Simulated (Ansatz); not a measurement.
Two shapes of singlet H₂O.

Shape 1:

```xyz
3

O    -0.0173   -0.0309   -0.1549
H    -0.0443    0.7473    0.5008
H     0.0490   -0.7606    0.4864
```

Shape 2:

```xyz
3

O     0.0235   -0.0448   -0.1166
H    -0.0393    0.7856    0.5437
H     0.0795   -0.7156    0.5058
```

Basis set: 6-31G (spherical functions). Frozen core: 1 orbital. Charge 0, multiplicity 1.

Computed with Ansatz (development build ahead of 0.2.0); each method stands on the lowest determinant of its kind that the runs found.

(1) Which shape is lower in energy, and by how much in each method?

## Answers

(1)

```tsv
method	E(2) − E(1) (eV)
RHF	0.193
RHF-MP2	0.215
```

Shape 1 is lower.
